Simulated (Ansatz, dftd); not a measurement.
Species: CH4N, charge 0, doublet. CH4N (SMILES C[NH], doublet).
B3LYP-D3(BJ)/def2-TZVP minimum from Ansatz (a first-principles code):
```xyz
6

C      0.0571     0.6220     0.0514
N     -0.0053    -0.8134     0.0521
H     -0.9486     1.0689     0.0351
H     -0.5105    -1.0936    -0.7957
H      0.5859     0.9841     0.9335
H      0.5674     1.0026    -0.8464
```
Charge 0, spin multiplicity 2.

Property: atomisation energy (electronic, to ground-state atoms), in kcal/mol. Open shells are spin-unrestricted; no spin-orbit coupling. Correlated methods leave the cores frozen. Rows without X2C or -DK are non-relativistic. CBS(X,Y): correlation extrapolated as X^-3, Hartree-Fock from the larger set (Q,5: extrapolated as (X+1)exp(-9√X)). A bracket is a step between two methods taken in the basis named. Functionals run without relativity, which enters their misses. Double hybrids freeze cores in their MP2 part. 'core' is core correlation in cc-pwCVTZ, 'X2C' scalar relativity in cc-pVTZ-DK, both at CCSD(T). For partners of very few electrons the exact lower level stands in for a higher one.

Compared with CCSD(T)/CBS(cc-pVQZ,cc-pV5Z) + [CCSDT(Q) - CCSD(T)]/cc-pVTZ + core + X2C (Ansatz): 474.4 kcal/mol.

Costs are rough ratios of core time, to one figure, on one kind of shared machine, summed over the single points of the molecules; atoms, geometries and frequencies are left out. The first row took roughly 5 core seconds; short runs hold start-up time.

```csv
level,program,cost relative to the first row,difference (kcal/mol)
PBE-D3(BJ)/def2-TZVPD,Ansatz + dftd3,1,13.8
PBE0-D4/def2-TZVPD,Ansatz + dftd4,1,3.7
r2SCAN-D3(BJ)/def2-TZVPD,Ansatz + dftd3,1,2.1
B2PLYP-D4/def2-TZVPD,Ansatz + dftd4,2,-3.1
CCSD(T)/aug-cc-pVDZ,Ansatz,4,-33.9
CCSD(T)/aug-cc-pVTZ,Ansatz,30,-10.6
CCSDT(Q)/aug-cc-pVDZ,Ansatz,100,-33.5
```

The dearest row costs roughly 100 times the first. Costs within a factor of two don't rank. The table holds for this case alone.
